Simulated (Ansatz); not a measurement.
# SiH2S: basis-set convergence

How large a basis does SiH2S need? Two functionals and correlated methods are run in growing sets.

Method: one geometry, several basis sets; program: Ansatz 0.2.0, Gaussian basis.

Plan: PBE0-D4/def2-SVP; ωB97M-V/def2-SVP; PBE0-D4/def2-QZVPP; ωB97M-V/def2-QZVPP; CCSD(T)/cc-pV(D+d)Z; CCSD(T)/cc-pV(T+d)Z; CCSD(T)/cc-pV(Q+d)Z; the functionals' def2-TZVPP values are taken from earlier runs.

## 1. The geometry

All runs share one geometry, relaxed beforehand with PBE0-D4 in a triple-zeta def2 set.

SMILES `[SiH]S`, 4 atoms, charge 0, spin multiplicity 1.

Atoms are counted from 1 here; the program's logs count them from 0.

Bond lengths: Si1–S2 2.115 Å, Si1–H3 1.525 Å, S2–H4 1.346 Å. Angles: S2–Si1–H3 89.3°, Si1–S2–H4 97.5°.

Coordinates:

```xyz
4

Si   -0.2628   -1.0744    0.1611
S     0.1905    0.9588   -0.2066
H     1.0175   -1.1908    0.9814
H    -0.8897    1.2460   -0.9562
```

## 2. PBE0-D4 in def2-SVP

in.yaml

```yaml
crystal:
  periodic: [false, false, false]
  atoms:
    - {symbol: Si, position_ang: [-0.262757, -1.074443, 0.161085]}
    - {symbol: S, position_ang: [0.190500, 0.958847, -0.206590]}
    - {symbol: H, position_ang: [1.017471, -1.190823, 0.981388]}
    - {symbol: H, position_ang: [-0.889714, 1.246019, -0.956184]}
basis:
  gaussian: {orbitals: def2-SVP}
hamiltonian: {xc: pbe0, dispersion: d4}
output: {orbitals: {seedname: orbitals}}
```

The run is started by

```bash
$ ansatz run in.yaml --threads 2 --pin off --events-out ev --progress --plain --max-ram 32768MiB --backend cpu
```

The runs that follow: ωB97M-V in def2-SVP; PBE0-D4 in def2-QZVPP; ωB97M-V in def2-QZVPP; CCSD(T) in cc-pV(D+d)Z; CCSD(T) in cc-pV(T+d)Z; CCSD(T) in cc-pV(Q+d)Z.

**Question.** What will the summary of the whole plan be? Wanted: MP2 correlation recovered, cc-pV(D+d)Z; MP2 correlation recovered, cc-pV(T+d)Z; MP2 correlation recovered, cc-pV(Q+d)Z; CCSD(T) limit from def2 sets; PBE0-D4: double and triple zeta above quadruple; ωB97M-V: double and triple zeta above quadruple.

As calculated:

| quantity | value |
| --- | --- |
| MP2 correlation recovered, cc-pV(D+d)Z | 68.4 % |
| MP2 correlation recovered, cc-pV(T+d)Z | 87.6 % |
| MP2 correlation recovered, cc-pV(Q+d)Z | 94.9 % |
| CCSD(T) limit from def2 sets (earlier runs) less the limit of this series | -90 meV |
| PBE0-D4: double and triple zeta above quadruple | 7.14, 0.59 eV |
| ωB97M-V: double and triple zeta above quadruple | 7.11, 0.56 eV |

**Reading.** For PBE0-D4 the step from double to triple zeta gains 6.55 eV and the next only 0.59 eV. Correlation climbs from 68 % (cc-pV(D+d)Z) to 95 % (cc-pV(Q+d)Z) of the limit; Hartree-Fock is 0.051 eV from its own by then. A limit from the def2 sets, made apart, differs by 90 meV, a least measure of the doubt on such a limit. Total energies overstate the basis error of differences, where much of it tends to cancel.
